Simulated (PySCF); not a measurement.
Atomic charges against the basis set

Species: C₄H₆N₂.
Cartesian coordinates in Å at the PBE0-D3(BJ)/def2-SVP level; atoms count from 1:
```xyz
12
C4H6N2 angstrom
C     -1.6680   -0.1296    0.0540
N     -0.2415    0.0404   -0.0326
C      0.7165   -0.7716    0.5217
C      1.9219   -0.2076    0.1740
N      1.7235    0.9186   -0.5717
C      0.4242    1.0390   -0.6773
H     -2.0085   -0.0910    1.0999
H     -2.1606    0.6798   -0.5004
H     -1.9795   -1.0897   -0.3846
H      0.4589   -1.6565    1.0990
H      2.9209   -0.5613    0.4272
H     -0.1077    1.8294   -1.2092
```

PBE0 throughout (PySCF), one geometry, spherical d and f functions. Geometry: PBE0-D3(BJ)/def2-SVP; no solvent, vibrations or thermal averaging. Atoms taken as equivalent share a column and are averaged. The first 7 of 10 kinds of atom are listed.

Mulliken charges (e):

| basis | functions | C1 | N2 | C3 | C4 | N5 | C6 | H7/H8/H9 |
| --- | --- | --- | --- | --- | --- | --- | --- | --- |
| STO-3G | 36 | -0.146 | -0.187 | -0.035 | -0.045 | -0.262 | +0.066 | +0.109 |
| 6-31G | 66 | -0.311 | -0.652 | +0.094 | -0.116 | -0.426 | +0.241 | +0.199 |
| 6-31G* | 96 | -0.395 | -0.393 | -0.023 | -0.087 | -0.415 | +0.168 | +0.203 |
| def2-SVP | 114 | +0.065 | -0.289 | +0.032 | -0.006 | -0.222 | +0.123 | +0.065 |
| 6-311+G(2d,p) | 198 | -0.378 | +0.116 | -0.244 | -0.010 | -0.378 | +0.048 | +0.162 |
| def2-TZVP | 222 | -0.328 | +0.035 | -0.139 | -0.119 | -0.260 | -0.032 | +0.147 |

IAO charges (e):

| basis | functions | C1 | N2 | C3 | C4 | N5 | C6 | H7/H8/H9 |
| --- | --- | --- | --- | --- | --- | --- | --- | --- |
| STO-3G | 36 | -0.313 | -0.059 | -0.127 | -0.125 | -0.225 | -0.035 | +0.153 |
| 6-31G | 66 | -0.335 | -0.072 | -0.156 | -0.116 | -0.305 | -0.006 | +0.166 |
| 6-31G* | 96 | -0.311 | -0.078 | -0.149 | -0.092 | -0.326 | +0.026 | +0.157 |
| def2-SVP | 114 | -0.299 | -0.071 | -0.150 | -0.093 | -0.321 | +0.025 | +0.153 |
| 6-311+G(2d,p) | 198 | -0.320 | -0.075 | -0.160 | -0.097 | -0.339 | +0.024 | +0.161 |
| def2-TZVP | 222 | -0.318 | -0.076 | -0.158 | -0.097 | -0.337 | +0.025 | +0.160 |

Hirshfeld charges (e):

```csv
basis,functions,C1,N2,C3,C4,N5,C6,H7/H8/H9
STO-3G,36,+0.040,-0.029,-0.028,-0.025,-0.214,+0.040,+0.033
6-31G,66,-0.032,-0.008,-0.051,-0.045,-0.228,+0.022,+0.054
6-31G*,96,-0.034,-0.008,-0.050,-0.042,-0.225,+0.026,+0.053
def2-SVP,114,-0.048,+0.008,-0.051,-0.048,-0.212,+0.027,+0.055
"6-311+G(2d,p)",198,-0.044,-0.026,-0.046,-0.047,-0.221,+0.029,+0.058
def2-TZVP,222,-0.050,-0.017,-0.047,-0.048,-0.218,+0.029,+0.058
```

**Question.** Which scheme is steadiest as the basis changes?

**Answer.** Largest range over the bases for any column: Hirshfeld 0.09 e, IAO 0.11 e, Mulliken 0.77 e. Hirshfeld charges move least and Mulliken charges most, counted in e. Without the minimal STO-3G basis the ranges are Hirshfeld 0.03, IAO 0.04, Mulliken 0.77 e.

**Question.** How much do the charges still move between the two largest bases, 6-311+G(2d,p) and def2-TZVP?

**Answer.** At most, over all atoms: Mulliken 0.118 e, IAO 0.002 e, Hirshfeld 0.009 e.

**Question.** What do the same runs give for the total energy, the frontier levels and the dipole moment?

**Answer.** 
| basis | energy (Eh) | HOMO (eV) | LUMO (eV) | μ (D) |
| --- | --- | --- | --- | --- |
| STO-3G | -261.9165 | -4.73 | 3.68 | 3.92 |
| 6-31G | -265.1284 | -6.49 | 0.97 | 4.41 |
| 6-31G* | -265.2146 | -6.28 | 1.09 | 4.03 |
| def2-SVP | -265.0300 | -6.50 | 0.78 | 4.09 |
| 6-311+G(2d,p) | -265.2925 | -6.57 | 0.11 | 4.14 |
| def2-TZVP | -265.3155 | -6.55 | 0.56 | 4.06 |

The dipole is fixed by the density alone, so its range of 0.49 D shows that the density itself changes with the basis, not only its division among atoms.
